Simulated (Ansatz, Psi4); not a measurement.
## Heat of formation of CCl4 (carbon tetrachloride) from total energies

The species is CCl4 (5 atoms), meant as a singlet with charge 0. As SMILES, `ClC(Cl)(Cl)Cl`. The coordinates come from a PBE0-D4/def2-TZVP relaxation.

Total energies at B3LYP/def2-SVP (Psi4 1.11); the atoms run unrestricted:

```tsv
species	state	energy (Eh)
CCl4	singlet	-1878.312231
Cl	doublet	-460.006005
C	triplet	-37.814061
```

Harmonic wavenumbers at PBE0-D4/def2-TZVP, in cm⁻¹: 217, 217, 317, 317, 317, 471, 790, 791, 791.

Measured heats of formation of the gaseous atoms at 298.15 K, in kJ/mol: Cl 121.3, C 716.9. Spin-orbit lowering of the atoms at 298 K (mean of the ground term's levels less their thermal mean, from spectra), in kJ/mol: Cl 3.44, C 0.02. Take 1 Eh = 2625.50 kJ/mol, 1 cm⁻¹ = 0.0119627 kJ/mol, RT = 2.479 kJ/mol.

Problem. Work out the heat of formation of the gas at 298 K.

Solution. 
1. Electronic atomisation energy: 4 × (-460.006005) + (-37.814061) − (-1878.312231) = 0.474150 Eh = 1244.9 kJ/mol.
2. Zero-point energy: half the sum of the wavenumbers, 2114 cm⁻¹ = 25.3 kJ/mol.
3. Thermal vibrational enthalpy, Σ hcν̃/(exp(hcν̃/kT) − 1): 7.2 kJ/mol. Translation, rotation and pV of a non-linear molecule: 4 RT = 9.9 kJ/mol.
4. The 5 free atoms carry 5/2 RT each: 31.0 kJ/mol.
5. Spin-orbit coupling lowers the free atoms by 4 × 3.44 + 0.02 = 13.8 kJ/mol.
6. Atomisation enthalpy at 298 K: 1244.9 − 13.8 − 25.3 − 7.2 − 9.9 + 31.0 = 1219.7 kJ/mol.
7. Sum of the atoms' heats of formation: 1202.1 kJ/mol. Heat of formation: 1202.1 − 1219.7 = -17.6 kJ/mol.

The tabulated value is -97.6 kJ/mol (Active Thermochemical Tables), so this level is off by +80.0 kJ/mol, or 6.2 % of the atomisation enthalpy. Anharmonicity and any spin-orbit splitting of the molecule are left out.
